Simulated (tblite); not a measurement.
C5H7S (doublet state).
Z-matrix (Å and degrees, GFN2-xTB geometry), rows numbered from 1:
```
C 
C   1  1.4984
S   2  1.7263  1  117.41
C   2  1.3327  1  122.60  3   179.93
C   4  1.4625  2  148.32  1     0.10
C   4  1.4585  2  149.10  1  -179.94
H   1  1.0892  2  109.85  3   -59.49
H   1  1.0892  2  109.90  3    58.92
H   1  1.0873  2  110.56  3   179.76
H   5  1.0816  4  118.63  6   107.86
H   5  1.0815  4  118.60  6  -107.85
H   6  1.0815  4  118.55  5   108.09
H   6  1.0815  4  118.61  5  -108.10
```

Calculated harmonic vibrations of the isolated species, GFN2-xTB (tblite), most abundant isotopes, no scaling. Against measured fundamentals such values can be off by several per cent, at times by over 20. One conformer, not necessarily the lowest. Open shells enter through the occupations alone, without spin polarisation, and single modes of such species can be off by tens of per cent.

Harmonic wavenumbers (cm⁻¹): 98.3, 144.3, 154.5, 201.0, 282.4, 409.8, 460.7, 603.4, 756.4, 843.2, 846.1, 1009.1, 1020.5, 1022.9, 1034.8, 1065.6, 1076.6, 1107.3, 1119.5, 1218.1, 1390.0, 1414.1, 1437.1, 1461.8, 1471.4, 1755.3, 3010.2, 3023.0, 3038.7, 3055.8, 3060.4, 3065.9, 3072.1.

A = 4863, B = 2081, C = 1499 MHz; mass 99.027 u (most abundant isotopes); point group Cs, symmetry number 1; spin multiplicity 2.

Task: Zero-point energy?

Result: ½Σν̃ = 22365 cm⁻¹ = 267.55 kJ/mol.

Task: What is S at 273.15 K and 1 bar for an ideal gas of classical rigid rotors and harmonic oscillators?

Result: Translation 164.35, rotation 113.76, vibration 60.32, spin (R ln 2) 5.76: S = 344.2 J/(mol K).

Task: And Cp and H(273.15 K) − H(0)?

Result: Cp = 102.80 J/(mol K), of which vibrations give 69.54 (their classical limit is 33 R = 274.4); H(273.15 K) − H(0) = 18.43 kJ/mol without the zero-point energy, 9.35 from vibrations.

Task: Blend soft modes into free rotors: weight 1/[1 + (100 cm⁻¹/ν̃)⁴] for the oscillator and the rest for a rotor with moment μB/(μ + B), μ = h/(8π²ν), B = 10⁻⁴⁴ kg m². What vibrational entropy results?

Result: 59.03 J/(mol K) in place of 60.32, which changes −T·S at 273.15 K by +0.35 kJ/mol.

Task: What must be added to the electronic energy to get the Gibbs energy at 273.15 K and 1 bar?

Result: ZPE + [H(273.15 K) − H(0)] − T·S = 267.55 + 18.43 − 94.02 = 191.96 kJ/mol.

Hindered rotation and anharmonicity are outside this model. Other conformers, if any are populated, would add a mixing term that is left out.
